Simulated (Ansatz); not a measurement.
Ideal-gas functions of CHNO, SMILES `N#CO` at 800 K and 1 bar, from an Ansatz frequency run at PBE0-D4/def2-TZVP.

Molar mass 43.03 g/mol, point group Cs (symmetry number 1), electronic degeneracy 1, moments of inertia 0.746, 47.112, 47.859 u Å². Harmonic wavenumbers (cm⁻¹, unscaled): 470, 530, 1126, 1243, 2409, 3798.

Use S(trans) = R[1.5 ln M + 2.5 ln T − 1.1517]; rotational temperatures θ = 24.2544 K / I; S(rot) = R[ln(√π/σ · √(T³/θAθBθC)) + 1.5]; for each mode x = 1.438777 ν̃/T, S = R[x/(eˣ − 1) − ln(1 − e⁻ˣ)] and H = RT x/(eˣ − 1); 1 cm⁻¹ = 0.0119627 kJ/mol; R = 8.31446 J/(mol·K).

Task: By hand: the entropy, in J/(mol·K).

Result: Translation 176.3. Rotation: θ = 32.5126, 0.5148, 0.5068 K, giving 91.7. Vibration, mode by mode: 9.96, 9.02, 3.74, 3.17, 0.59, 0.07, in all 26.5. Electronic 0.0. Sum 294.5 J/(mol·K).

Task: By hand: H − E and G − E in kJ/mol, counted from the electronic energy.

Result: Zero-point energy ½ × 9576 × 0.0119627 = 57.3; thermal vibration 12.5; translation, rotation and pV give 4 RT = 26.6. H − E = 96.4 kJ/mol, and G − E = 96.4 − 800 × 294.5/1000 = -139.2 kJ/mol.

Vibration gives 9 % of the entropy. The sum counts one conformer and one mirror image; others add a mixing term.
